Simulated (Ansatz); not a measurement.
1T (CdI2-type) ZrS2: PBE at its full settings (plane-wave cutoff 520 eV, 12×12×6 k mesh (along the axes of the cell as run), Fermi–Dirac smearing 0.01 eV, scalar-relativistic PAW data made under PBE) and at cheaper ones, in a cell of 3 atoms with Γ-centred meshes.

```json
[
 {"level and setting": "PBE (Ansatz)", "lattice constant a (Å)": "3.685", "c axis length (Å)": "6.740", "bulk modulus (GPa)": "2.1", "band gap (eV)": "1.13"},
 {"level and setting": "PBE (4×4×4 k mesh) (Ansatz)", "lattice constant a (Å)": "3.700", "c axis length (Å)": "6.700", "bulk modulus (GPa)": "2.2", "band gap (eV)": "1.15"},
 {"level and setting": "PBE (6×6×6 k mesh) (Ansatz)", "lattice constant a (Å)": "3.689", "c axis length (Å)": "6.734", "bulk modulus (GPa)": "2.1", "band gap (eV)": "1.14"}
]
```

Largest shifts from the full settings: lattice constant a +0.41 % (PBE (4×4×4 k mesh)), against a difference of +0.63 % of the full result from the reference 3.662 Å (measured, temperature not stated, no zero-point or thermal correction; as tabulated in Björkman (2014), arXiv:1406.2436); lattice parameter c -0.59 % (PBE (4×4×4 k mesh)), against a difference of +16.1 % of the full result from the reference 5.805 Å (measured, temperature not stated, zero-point anharmonic expansion removed (computed with revB86b-DF2); no thermal correction; as tabulated in Björkman (2014), arXiv:1406.2436); bulk modulus +4.8 % (PBE (4×4×4 k mesh)); band gap +0.02 eV (PBE (4×4×4 k mesh)), against a difference of -0.57 eV of the full result from the reference 1.7 eV (measured, temperature not stated, no zero-point or thermal correction, fundamental, indirect, sources range from 1.68 to 1.78; as tabulated in Rybak et al. (2022), arXiv:2210.12074).

Each row is at its own relaxed cell, so a gap follows the cell too.

Band edges were searched off the SCF mesh.

Spin–orbit coupling is included only where a level's name says +SOC; with heavier elements it mostly lowers gaps and can invert bands. Density-functional gaps are differences of (generalised) Kohn–Sham levels.

Caveats: the cell comes from a level without a dispersion term, which matters for the spacing of layers, chains or molecules (PBE, PBE (4×4×4 k mesh), PBE (6×6×6 k mesh)). Ansatz's density-functional and Hartree–Fock values are scalar-relativistic unless marked +SOC, with PAW data made under PBE.

Run with cheap settings on purpose, which may leave them unconverged: PBE (4×4×4 k mesh), PBE (6×6×6 k mesh).

Ansatz is an electronic-structure program.
